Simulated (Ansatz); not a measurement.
hcp Lu: PBE at its full settings (plane-wave cutoff 520 eV, 18×18×10 k mesh (along the axes of the cell as run), Fermi–Dirac smearing 0.05 eV, scalar-relativistic PAW data made under PBE) and at cheaper ones, in a cell of 2 atoms with Γ-centred meshes.

| level and setting | equilibrium lattice constant a (Å) | lattice parameter c (Å) | bulk modulus (GPa) |
|---|---|---|---|
| PBE (Ansatz) | 3.507 | 5.463 | 46.4 |
| PBE (300 eV cutoff) (Ansatz) | 3.509 | 5.464 | 44.7 |
| PBE (Γ point alone) (Ansatz) | 3.329 | 7.669 | 59.5 |
| PBE (2×2×2 k mesh) (Ansatz) | 2.883 | 5.611 | 81.7 |
| PBE (4×4×4 k mesh) (Ansatz) | 3.499 | 5.540 | 46.9 |
| PBE (4×4×4 k mesh and 300 eV cutoff) (Ansatz) | 3.500 | 5.542 | 46.5 |
| PBE (6×6×6 k mesh) (Ansatz) | 3.501 | 5.456 | 46.5 |
| PBE (Fermi-Dirac smearing of 0.3 eV) (Ansatz) | 3.510 | 5.562 | 43.9 |

Largest shifts from the full settings: lattice constant a -17.8 % (PBE (2×2×2 k mesh)), against a difference of +0.06 % of the full result from the reference 3.505 Å (measured, 293 K, not corrected to a static lattice; as tabulated in Wikipedia's data pages); lattice parameter c +40 % (PBE (Γ point alone)), against a difference of -1.55 % of the full result from the reference 5.549 Å (measured, 293 K, no zero-point or thermal correction, sources range from 5.549 to 5.563; as tabulated in Wikipedia's data pages); bulk modulus +76 % (PBE (2×2×2 k mesh)), against a difference of -2.5 % of the full result from the reference 47.6 GPa (measured, room temperature, no zero-point or thermal correction; as tabulated in Wikipedia's data pages).

Ansatz's density-functional and Hartree–Fock values are scalar-relativistic unless marked +SOC, with PAW data made under PBE.

Run with cheap settings on purpose, which may leave them unconverged: PBE (2×2×2 k mesh), PBE (300 eV cutoff), PBE (4×4×4 k mesh and 300 eV cutoff), PBE (4×4×4 k mesh), PBE (6×6×6 k mesh), PBE (Fermi-Dirac smearing of 0.3 eV), PBE (Γ point alone).

Ansatz is a first-principles code.
